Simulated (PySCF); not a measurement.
CH3O, SMILES C[O], multiplicity 2.

Geometry: B3LYP-D3(BJ)/def2-TZVP. The geometry has at least one imaginary mode, so it is a saddle point at that level. The isomer is the one that the SMILES or the coordinates give; other isomers of the formula were not compared.

Method: PySCF with PBE0/def2-TZVPD.

The molecule is in vacuum.

```
Quantity                                                                                                         Value
---------------------------------------------------------------------------------------------  -----------------------
total energy                                                                                        -114.96917 hartree
point group                                                                                                         Cs
α spin, highest occupied and lowest empty level                                                      -8.36 and 0.39 eV
β spin, highest occupied and lowest empty level                                                     -7.80 and -3.57 eV
dipole moment                                                                                                   2.03 D
quadrupole, principal values (traceless, Buckingham form, about the centre of nuclear charge)    -1.52, 0.01, 1.51 D·Å
mean static polarisability                                                                        20.5 bohr³ (3.04 Å³)
polarisability, principal values                                                                18.7, 19.4, 23.4 bohr³
⟨S²⟩                                                                                           0.754 (pure state 0.75)
```
